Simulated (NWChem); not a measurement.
System: pyrazine (C₄H₄N₂); SMILES c1cnccn1

Input file for NWChem:

```
start job
memory heap 200 mb stack 900 mb global 1100 mb
geometry units angstroms noautoz
  C      1.131029    -0.696347     0.000000
  C      1.128514     0.700415     0.000000
  N     -0.002520     1.399181     0.000000
  C     -1.131029     0.696347     0.000000
  C     -1.128514    -0.700415     0.000000
  N      0.002520    -1.399181     0.000000
  H      2.074114    -1.254705     0.000000
  H      2.069583     1.262162     0.000000
  H     -2.074114     1.254705     0.000000
  H     -2.069583    -1.262162     0.000000
end
basis spherical
  C library 3-21g
  N library 3-21g
  H library 3-21g
end
dft
  xc b3lyp
  iterations 150
end
tddft
  cis
  nroots 6
  notriplet
end
task tddft energy
```

Output (shortened):

```
             Northwest Computational Chemistry Package (NWChem) 7.3.0
             --------------------------------------------------------

 D2H symmetry detected

                             Geometry "geometry" -> ""
                             -------------------------

 Output coordinates in angstroms (scale by  1.889725989 to convert to a.u.)

  No.       Tag          Charge          X              Y              Z
 ---- ---------------- ---------- -------------- -------------- --------------
    1 C                    6.0000     1.12977333    -0.69838213     0.00000000
    2 C                    6.0000     1.12977333     0.69838213     0.00000000
    3 N                    7.0000     0.00000000     1.39918327     0.00000000
    4 C                    6.0000    -1.12977333     0.69838213     0.00000000
    5 C                    6.0000    -1.12977333    -0.69838213     0.00000000
    6 N                    7.0000     0.00000000    -1.39918327     0.00000000
    7 H                    1.0000     2.07185185    -1.25843554     0.00000000
    8 H                    1.0000     2.07185185     1.25843554     0.00000000
    9 H                    1.0000    -2.07185185     1.25843554     0.00000000
   10 H                    1.0000    -2.07185185    -1.25843554     0.00000000

 Effective nuclear repulsion energy (a.u.)     209.0880055178

      Symmetry information
      --------------------

 Group name             D2h
 Group number             26
 Group order               8
 No. of unique centers     3

                                 NWChem DFT Module
                                 -----------------

 Summary of "ao basis" -> "ao basis" (spherical)
 ------------------------------------------------------------------------------
       Tag                 Description            Shells   Functions and Types
 ---------------- ------------------------------  ------  ---------------------
 C                           3-21g                   5        9   3s2p
 N                           3-21g                   5        9   3s2p
 H                           3-21g                   2        2   2s

      Symmetry analysis of basis
      --------------------------

        ag         14
        au          2
        b1g        11
        b1u         4
        b2g         2
        b2u        14
        b3g         4
        b3u        11

            General Information
            -------------------
          SCF calculation type: DFT
          Wavefunction type:  closed shell.
          No. of atoms     :    10
          No. of electrons :    42
           Alpha electrons :    21
            Beta electrons :    21
          Charge           :     0
          Spin multiplicity:     1
          Use of symmetry is: off; symmetry adaption is: on
          Maximum number of iterations: 150
          AO basis - number of functions:    62
                     number of shells:    38
          Convergence on energy requested:  1.00D-06
          Convergence on density requested:  1.00D-05
          Convergence on gradient requested:  5.00D-04

              XC Information
              --------------
                         B3LYP Method XC Potential
                     Hartree-Fock (Exact) Exchange  0.200
                        Slater Exchange Functional  0.800 local
                    Becke 1988 Exchange Functional  0.720 non-local
              Lee-Yang-Parr Correlation Functional  0.810
                  VWN I RPA Correlation Functional  0.190 local

             Grid Information
             ----------------
          Grid used for XC integration:  medium
          Radial quadrature: Mura-Knowles
          Angular quadrature: Lebedev.
          Tag              B.-S. Rad. Rad. Pts. Rad. Cut. Ang. Pts.
          ---              ---------- --------- --------- ---------
          C                   0.70       49          10.0       434
          N                   0.65       49           9.0       434
          H                   0.35       45          11.0       434
          Grid pruning is: on
          Number of quadrature shells:   474
          Spatial weights used:  Erf1

      Superposition of Atomic Density Guess
      -------------------------------------

 Sum of atomic energies:        -259.86656782

      Non-variational initial energy
      ------------------------------

 Total energy =    -263.717657
 1-e energy   =    -765.162091
 2-e energy   =     292.356429
 HOMO         =      -0.240608
 LUMO         =      -0.033656

      Symmetry analysis of molecular orbitals - initial
      -------------------------------------------------

  Numbering of irreducible representations:

     1 ag          2 au          3 b1g         4 b1u         5 b2g
     6 b2u         7 b3g         8 b3u

  Orbital symmetries:

     1 b2u         2 ag          3 ag          4 b3u         5 b1g
     6 b2u         7 ag          8 b2u         9 b3u        10 b1g
    11 ag         12 ag         13 b3u        14 b2u        15 b1u
    16 b3u        17 b1g        18 b3g        19 b2u        20 b2g
    21 ag         22 b1u        23 au         24 b3g        25 ag
    26 b3u        27 b2u        28 b1g        29 ag         30 b3u
    31 b1g

 !! scf_movecs_sym_adapt:    6 vectors were symmetry contaminated

  Symmetry fudging

   convergence    iter        energy       DeltaE   RMS-Dens  Diis-err
 ---------------- ----- ----------------- --------- --------- ---------
 d= 0,ls=0.0,diis     1   -262.7550862610 -4.72D+02  1.92D-02  7.85D-01

 !! scf_movecs_sym_adapt:    2 vectors were symmetry contaminated

  Symmetry fudging
 d= 0,ls=0.0,diis     2   -262.7918524670 -3.68D-02  1.25D-02  4.41D-01
 d= 0,ls=0.0,diis     3   -262.8283950228 -3.65D-02  4.20D-03  1.39D-01
 d= 0,ls=0.0,diis     4   -262.8422271683 -1.38D-02  1.11D-03  4.84D-03
 d= 0,ls=0.0,diis     5   -262.8427923360 -5.65D-04  1.64D-04  5.94D-05
  Resetting Diis
 d= 0,ls=0.0,diis     6   -262.8428011673 -8.83D-06  1.77D-05  5.27D-07
 d= 0,ls=0.0,diis     7   -262.8428012429 -7.55D-08  1.11D-06  8.30D-10

         Total DFT energy =     -262.842801242861
      One electron energy =     -767.639525783726
           Coulomb energy =      332.584830090636
    Exchange-Corr. energy =      -36.876111067535
 Nuclear repulsion energy =      209.088005517765

 Numeric. integr. density =       42.000015467765

                  Occupations of the irreducible representations
                  ----------------------------------------------

                     irrep           alpha         beta
                     --------     --------     --------
                     ag                6.0          6.0
                     au                0.0          0.0
                     b1g               3.0          3.0
                     b1u               1.0          1.0
                     b2g               1.0          1.0
                     b2u               5.0          5.0
                     b3g               1.0          1.0
                     b3u               4.0          4.0

                       DFT Final Molecular Orbital Analysis
                       ------------------------------------

 Vector   19  Occ=2.000000D+00  E=-3.005886D-01  Symmetry=b2u
              MO Center= -3.9D-10,  1.1D-08, -5.1D-10, r^2= 3.4D+00
   Bfn.  Coefficient  Atom+Function         Bfn.  Coefficient  Atom+Function
  ----- ------------  ---------------      ----- ------------  ---------------
    22      0.324690   3 N  py               26      0.324076   3 N  py
    49      0.324690   6 N  py               53      0.324076   6 N  py
     6      0.266306   1 C  s                15     -0.266306   2 C  s
    33     -0.266306   4 C  s                42      0.266306   5 C  s
    24      0.250005   3 N  s                51     -0.250005   6 N  s

 Vector   20  Occ=2.000000D+00  E=-2.878288D-01  Symmetry=b2g
              MO Center=  2.2D-09, -1.7D-09, -5.7D-10, r^2= 2.8D+00
   Bfn.  Coefficient  Atom+Function         Bfn.  Coefficient  Atom+Function
  ----- ------------  ---------------      ----- ------------  ---------------
     5      0.261651   1 C  pz                9      0.262734   1 C  pz
    14      0.261651   2 C  pz               18      0.262734   2 C  pz
    32     -0.261651   4 C  pz               36     -0.262734   4 C  pz
    41     -0.261651   5 C  pz               45     -0.262734   5 C  pz

[...]

                                NWChem TDDFT Module
                                -------------------

            General Information
            -------------------
           No. of orbitals :     124
            Alpha orbitals :      62
             Beta orbitals :      62
        Alpha frozen cores :       0
         Beta frozen cores :       0
     Alpha frozen virtuals :       0
      Beta frozen virtuals :       0
         Spin multiplicity :       1
    Number of AO functions :      62
        Use of symmetry is : off
      Symmetry adaption is : on
         Schwarz screening :  0.10D-07

              XC Information
              --------------
                  B3LYP Method XC Potential
              Hartree-Fock (Exact) Exchange   0.20
                 Slater Exchange Functional   0.80 local
             Becke 1988 Exchange Functional   0.72 non-local
       Lee-Yang-Parr Correlation Functional   0.81
           VWN I RPA Correlation Functional   0.19 local

             TDDFT Information
             -----------------
          Calculation type : Tamm-Dancoff TDDFT
         Wavefunction type : Restricted singlets
          No. of electrons :      42
           Alpha electrons :      21
            Beta electrons :      21
              No. of roots :       6
          Max subspacesize :    5200
            Max iterations :     100
               Target root :       1
           Target symmetry : none
      Symmetry restriction : off
                 Algorithm : Optimal
        Davidson threshold :  0.10D-03

    6 smallest eigenvalue differences (eV)
--------------------------------------------------------
  No. Spin  Occ  Vir  Irrep   E(Occ)    E(Vir)   E(Diff)
--------------------------------------------------------
    1    1   21   22 b1u      -0.237    -0.045     5.232
    2    1   21   23 au       -0.237    -0.028     5.700
    3    1   20   22 b3u      -0.288    -0.045     6.606
    4    1   19   22 b3g      -0.301    -0.045     6.953
    5    1   20   23 b2u      -0.288    -0.028     7.074
    6    1   19   23 b2g      -0.301    -0.028     7.421
--------------------------------------------------------

  Entering Davidson iterations
  Restricted singlet excited states

  Iter   NTrls   NConv    DeltaV     DeltaE      Time
  ----  ------  ------  ---------  ---------  ---------
    1      6       0     0.22E+00   0.10+100        2.1
    2     12       0     0.18E+00   0.52E-01        2.2
    3     18       0     0.34E-01   0.55E-01        2.2
    4     24       3     0.13E-01   0.19E-02        2.4
    5     27       5     0.17E-02   0.17E-03        2.1
    6     28       5     0.13E-03   0.39E-05        0.9
    7     29       6     0.59E-04   0.29E-07        0.9
  ----  ------  ------  ---------  ---------  ---------
  Convergence criterion met

  Ground state ag       -262.842801242861 a.u.

  ----------------------------------------------------------------------------
  Root   1 singlet b1u            0.145456727 a.u.                3.9581 eV
  ----------------------------------------------------------------------------
     Transition Moments    X  0.00000   Y -0.00000   Z  0.31338
     Dipole Oscillator Strength                    0.0095235266
     Electric Quadrupole                           0.0000000000
     Magnetic Dipole                               0.0000000000
     Total Oscillator Strength                     0.0095235266

     Occ.   21  ag  ---  Virt.   22  b1u     -0.99839
  ----------------------------------------------------------------------------
  Root   2 singlet au             0.156962623 a.u.                4.2712 eV
  ----------------------------------------------------------------------------
     Transition Moments    X  0.00000   Y -0.00000   Z -0.00000
     Dipole Oscillator Strength                    0.0000000000
     Electric Quadrupole                           0.0000000000
     Magnetic Dipole                               0.0000000000
     Total Oscillator Strength                     0.0000000000

     Occ.   21  ag  ---  Virt.   23  au       0.99952
  ----------------------------------------------------------------------------
  Root   3 singlet b3g            0.209775275 a.u.                5.7083 eV
  ----------------------------------------------------------------------------
     Transition Moments    X  0.00000   Y  0.00000   Z -0.00000
     Dipole Oscillator Strength                    0.0000000000
     Electric Quadrupole                           0.0000001337
     Magnetic Dipole                               0.0000046637
     Total Oscillator Strength                     0.0000047974

     Occ.   19  b2u ---  Virt.   22  b1u      0.99530
     Occ.   21  ag  ---  Virt.   25  b3g      0.05950
  ----------------------------------------------------------------------------
  Root   4 singlet b3u            0.219825317 a.u.                5.9818 eV
  ----------------------------------------------------------------------------
     Transition Moments    X  0.66443   Y  0.00000   Z -0.00000
     Dipole Oscillator Strength                    0.0646972518
     Electric Quadrupole                           0.0000000000
     Magnetic Dipole                               0.0000000000
     Total Oscillator Strength                     0.0646972518

     Occ.   18  b3g ---  Virt.   23  au      -0.48671
     Occ.   20  b2g ---  Virt.   22  b1u      0.86862
  ----------------------------------------------------------------------------
  Root   5 singlet b2g            0.224167908 a.u.                6.0999 eV
  ----------------------------------------------------------------------------
     Transition Moments    X  0.00000   Y -0.00000   Z  0.00000
     Dipole Oscillator Strength                    0.0000000000
     Electric Quadrupole                           0.0000000109
     Magnetic Dipole                               0.0000000015
     Total Oscillator Strength                     0.0000000124

     Occ.   19  b2u ---  Virt.   23  au      -0.99887
  ----------------------------------------------------------------------------
  Root   6 singlet b2u            0.269909477 a.u.                7.3446 eV
  ----------------------------------------------------------------------------
     Transition Moments    X -0.00000   Y  0.78123   Z  0.00000
     Dipole Oscillator Strength                    0.1098216464
     Electric Quadrupole                           0.0000000000
     Magnetic Dipole                               0.0000000000
     Total Oscillator Strength                     0.1098216464

     Occ.   15  b3u ---  Virt.   31  b1g      0.06472
     Occ.   16  b1u ---  Virt.   25  b3g     -0.08450
     Occ.   18  b3g ---  Virt.   22  b1u      0.44579
     Occ.   20  b2g ---  Virt.   23  au       0.87448

              Target root =      1
          Target symmetry = none
      Ground state energy =   -262.842801242861
        Excitation energy =      0.145456726935
     Excited state energy =   -262.697344515926

  stored tddft:energy   -262.69734451592609
```

Level: B3LYP/3-21G, TDA. STO-3G and 3-21G are far too small for this property and stand as cheap habits. All runs use the structure optimised with PBE0/def2-SVP.
